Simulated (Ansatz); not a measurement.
```yaml
crystal:
  periodic: [false, false, false]
  atoms:
    - {symbol: B, position_ang: [-2.396972, 0.242817, 0.001434]}
    - {symbol: P, position_ang: [-1.153853, -0.883139, -0.001851]}
    - {symbol: Ga, position_ang: [0.932459, 0.341503, 0.000550]}
    - {symbol: H, position_ang: [-3.334552, 0.911236, 0.003452]}
basis:
  gaussian: {orbitals: def2-TZVP}
hamiltonian: {xc: pbe0}
relax: {f_tol: 0.004, max_steps: 80}
```

```sh
$ ansatz run in.yaml --threads 1 --pin off --events-out ev --progress --plain --max-ram 2176MiB
```

Steps of the relaxation (energy above the last step; positions in Å, forces in eV/Å):

```
4
step 1, 143.9 meV
B    -2.397    0.243    0.001    0.353   -0.050    0.000
P    -1.154   -0.883   -0.002    0.518   -0.537   -0.002
Ga    0.932    0.342    0.001   -0.287    0.051    0.000
H    -3.335    0.911    0.003   -0.584    0.536    0.002
```

```
4
step 2, 50.5 meV
B    -2.320    0.222    0.001    0.041   -0.108    0.000
P    -1.171   -1.018   -0.002    0.127   -0.130    0.000
Ga    0.760    0.432    0.001   -0.159    0.042    0.000
H    -3.221    0.977    0.004   -0.009    0.196    0.001
```

```
4
step 3, 11.9 meV
B    -2.256    0.191    0.001   -0.094   -0.224   -0.001
P    -1.192   -1.133   -0.002   -0.081    0.206    0.001
Ga    0.585    0.519    0.001   -0.028    0.018    0.000
H    -3.089    1.036    0.004    0.202    0.000    0.000
```

```
4
step 5, 3.7 meV
B    -2.277    0.145    0.001    0.131    0.083    0.000
P    -1.198   -1.159   -0.003    0.001    0.020    0.000
Ga    0.538    0.558    0.001   -0.110   -0.046    0.000
H    -3.016    1.068    0.004   -0.022   -0.057    0.000
```

```
4
step 6, 0.4 meV
B    -2.254    0.155    0.001   -0.013   -0.009    0.000
P    -1.201   -1.169   -0.003   -0.008    0.002    0.000
Ga    0.510    0.561    0.001   -0.004    0.010    0.000
H    -3.007    1.066    0.004    0.026   -0.003    0.000
```

```
4
step 7, 0.0 meV
B    -2.251    0.149    0.001    0.002   -0.003    0.000
P    -1.204   -1.178   -0.003   -0.001   -0.002    0.000
Ga    0.492    0.571    0.001    0.000    0.002    0.000
H    -2.989    1.071    0.004   -0.001    0.003    0.000
```

Close pairs at the end: B1–H4 1.181 Å, B1–P2 1.691 Å, P2–Ga3 2.436 Å, B1–Ga3 2.775 Å.

A stationary point of restricted PBE0 after 7 steps (its stability towards spin polarisation wasn't tested); no frequencies were run, so it isn't proven a minimum. 54 s on 1 thread of Arm Neoverse N1, shared host.
